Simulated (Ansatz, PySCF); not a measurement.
This Ansatz (a program for electronic structure) input computes a BLYP/def2-TZVPD energy:

Ansatz 0.2 input:
```yaml
crystal:
  periodic: [false, false, false]
  atoms:
    - {symbol: C, position_ang: [-0.01250278, -0.16829834, 1.14391076]}
    - {symbol: N, position_ang: [0.06210633, 0.65089648, 0.00291556]}
    - {symbol: C, position_ang: [-0.01858037, -0.15746407, -1.14536995]}
    - {symbol: H, position_ang: [0.80260144, -0.95701479, 1.22954715]}
    - {symbol: H, position_ang: [0.04682900, 0.42338074, 2.07234418]}
    - {symbol: H, position_ang: [-0.96149308, -0.78871542, 1.23502697]}
    - {symbol: H, position_ang: [0.79603786, -0.94531417, -1.24279419]}
    - {symbol: H, position_ang: [0.03583597, 0.44297756, -2.06846351]}
    - {symbol: H, position_ang: [-0.96805666, -0.77701480, -1.23731438]}
basis:
  gaussian:
    orbitals: def2-TZVPD
hamiltonian:
  xc: {name: BLYP}
total_charge: -1
output: {forces: true}
```

Write an input for the same energy in PySCF and say what it gives.


```python
from pyscf import gto, scf, dft

mol = gto.M(
    atom='''
    C    -0.01250278   -0.16829834    1.14391076
    N     0.06210633    0.65089648    0.00291556
    C    -0.01858037   -0.15746407   -1.14536995
    H     0.80260144   -0.95701479    1.22954715
    H     0.04682900    0.42338074    2.07234418
    H    -0.96149308   -0.78871542    1.23502697
    H     0.79603786   -0.94531417   -1.24279419
    H     0.03583597    0.44297756   -2.06846351
    H    -0.96805666   -0.77701480   -1.23731438
    ''',
    basis='def2-tzvpd',
    charge=-1,
    spin=0,
    verbose=4,
)

mf = dft.RKS(mol, xc='blyp').density_fit(auxbasis='def2-universal-jkfit')
mf.grids.level = 3
mf.conv_tol = 1e-9
mf.max_cycle = 100
mf.max_memory = 1500
mf.kernel()
if not mf.converged:
    mf = mf.newton()
    mf.kernel(mf.make_rdm1())
mf.analyze()
```
It gives -134.50889 Eh, and Ansatz -134.50877 Eh, a difference of 0.12 mEh, from the treatment of integrals and grids.

It need not be the lowest isomer of its formula. Whether it binds its extra electron was not tested at this geometry.
